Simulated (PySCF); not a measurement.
**Ionisation energy of N by level of theory**

N [He] 2s2 2p3 (4S) → N⁺ [He] 2s2 2p2 (3P), as a difference of total energies. Computed with PySCF 2.14 in 6-31G*, with the non-relativistic Hamiltonian (point nucleus). Correlated levels: valence: 1s2 frozen. The calculations carry no spin-orbit coupling.

```tsv
method	ionisation energy (eV)	error (eV)
UHF	13.962	-0.583
LDA	14.959	+0.414
TPSS	14.642	+0.097
MP2 (valence)	14.424	-0.121
SCS-MP2 (valence)	14.215	-0.330
CCSD (valence)	14.267	-0.278
CCSD(T) (valence)	14.264	-0.281
```

Reference: 14.545 eV (measured; NIST levels, between the centres of gravity of the two terms).

Errors of the correlated levels include the incompleteness of this basis and the frozen core.
